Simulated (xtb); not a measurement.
# C2H6Si (SMILES C[Si]C): GFN1-xTB

Wanted: a structure relaxation of C2H6Si. 

Program for the calculation: xtb 6.7.1.

6 further runs of the same task are left out: 6 set aside as unsound or not needed.

## (1) The molecule

C2H6Si has 9 atoms, charge 0, and is taken as a singlet. As SMILES, `C[Si]C`. All atoms were displaced at random from a relaxed shape. The run starts from this shape.

Bond lengths: Si1–C2 1.979 Å, Si1–C6 1.877 Å, C2–H3 1.063 Å, C2–H4 1.141 Å, C2–H5 1.205 Å, C6–H7 1.166 Å, C6–H8 1.028 Å, C6–H9 1.067 Å. Some angles: C2–Si1–C6 97.7°, Si1–C2–H3 114.7°, Si1–C2–H4 109.9°, Si1–C2–H5 114.9°, Si1–C6–H7 109.1°, Si1–C6–H8 115.7°, Si1–C6–H9 109.1°, H3–C2–H4 106.9°, H3–C2–H5 105.4°, H4–C2–H5 104.2°.

## (2) A geometry optimisation at GFN1-xTB

The input, struc.xyz:

```xyz
9
start
Si    -0.10161     0.04182    -1.25108
C      1.43151    -0.07642    -0.00518
H      1.45022    -0.95394     0.59444
H      1.42036     0.81366     0.70906
H      2.51604    -0.02265    -0.52751
C     -1.47167    -0.04536     0.02857
H     -1.48586     0.94675     0.64160
H     -1.42053    -0.83594     0.68304
H     -2.41556    -0.04122    -0.46982
```

The run is started by

```console
$ xtb struc.xyz --gfn1 --opt tight | tee run.log
```

**Question.** What will come out? Wanted: total energy at the end; dipole moment; HOMO energy; LUMO energy; HOMO–LUMO gap; dispersion energy.

**Answer.** As computed:

At GFN1-xTB:

```
               quantity         value
total energy at the end   -9.22893 Eh
          dipole moment        0.42 D
            HOMO energy      -9.68 eV
            LUMO energy      -7.04 eV
          HOMO–LUMO gap       2.64 eV
      dispersion energy  -6.38 kJ/mol
```

At the final geometry: Bond lengths: Si1–C2 1.944 Å, Si1–C6 1.944 Å, C2–H3 1.097 Å, C2–H4 1.097 Å, C2–H5 1.095 Å, C6–H7 1.097 Å, C6–H8 1.097 Å, C6–H9 1.095 Å. Some angles: C2–Si1–C6 96.9°, Si1–C2–H3 111.9°, Si1–C2–H4 112.4°, Si1–C2–H5 113.2°, Si1–C6–H7 112.0°, Si1–C6–H8 112.3°, Si1–C6–H9 113.2°, H3–C2–H4 106.2°, H3–C2–H5 106.2°, H4–C2–H5 106.4°. The optimisation took 12 steps and changed the energy by -0.412 eV. Mulliken charges run from -0.22 on C2 to +0.22 on Si1.
